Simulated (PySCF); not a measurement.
## Solvent effects on NMR parameters

Structure with atom numbers: `[SiH3:1][SiH2:2][SiH3:3]`. Hydrogens are named by the atom that carries them.

GIAO PBE0/pcSseg-1 in PySCF 2.14 on one PBE0-D3(BJ)/def2-SVP conformer, non-relativistic, equivalent nuclei averaged. Solvents enter as an IEF-PCM continuum (chloroform with ε = 4.7, dichloromethane with ε = 8.9, acetone with ε = 20.5) around the gas-phase geometry. Shifts are referred to TMS computed in the same medium.

Gas phase, δ in ppm: Si1/Si3 -104.7, Si2 -117.9, H(Si1)/H(Si3) 3.63, H(Si2) 3.45. Dipole moment 0.12 D.

Question: How does each δ change in the continuum?

Answer: 
| atoms | environment | Δδ, chloroform | Δδ, dichloromethane | Δδ, acetone |
| --- | --- | --- | --- | --- |
| Si1/Si3 | silicon bonded to Si, 3 H | +0.4 | +0.5 | +0.6 |
| Si2 | silicon bonded to 2 Si, 2 H | +1.1 | +1.2 | +1.4 |
| H(Si1)/H(Si3) | hydrogen on a silicon bonded to Si | -0.03 | -0.04 | -0.04 |
| H(Si2) | hydrogen on a silicon bonded to 2 Si | -0.02 | -0.02 | -0.03 |

Changes are relative to the gas phase. The dipole moment becomes 0.09 D in chloroform, 0.09 D in dichloromethane, 0.09 D in acetone.

Question: Which of the listed nuclei move most (in ppm), and what does the model miss?

Answer: Si2 (silicon bonded to 2 Si, 2 H, +1.4 ppm) in acetone. A continuum only polarises the solute; specific hydrogen bonds, the anisotropy of aromatic solvents and changes of geometry or conformer are outside it.
